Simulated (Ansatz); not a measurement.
# Run times for CH8BN (SMILES [BH3-][NH2+]C)

The species is CH8BN (11 atoms), meant as a singlet with charge 0. As SMILES, `[BH3-][NH2+]C`. Geometry: relaxed at PBE0-D4/def2-TZVP.

```
atom    x (Å)    y (Å)    z (Å)
   B  -0.8284   1.0320  -0.2051
   N  -0.3495  -0.4975   0.0708
   C   1.1078  -0.6611   0.1552
   H  -2.0409   0.9910  -0.2454
   H  -0.3251   1.3417  -1.2657
   H  -0.4029   1.6775   0.7312
   H  -0.7835  -0.8152   0.9323
   H  -0.7210  -1.0847  -0.6699
   H   1.4757  -0.0241   0.9576
   H   1.5435  -0.3171  -0.7813
   H   1.3898  -1.6994   0.3411
```

Program: Ansatz 0.2.0. Hardware: 1 thread of Arm Neoverse V2, shared host, so times are rough. Ansatz fits the integrals of SCF and DFT runs by default. Its times include its search for lower SCF states.

(1) Estimate their order by wall time, quickest first.
A. energy at CCSD/cc-pVDZ, 3 core orbitals frozen
B. energy at B3LYP/6-31G* (Cartesian functions)
C. energy at HF/3-21G
D. energy at wB97M-V/cc-pVDZ

## Answers

(1) C (0.36 s), B (3.9 s), A (11 s), D (48 s).
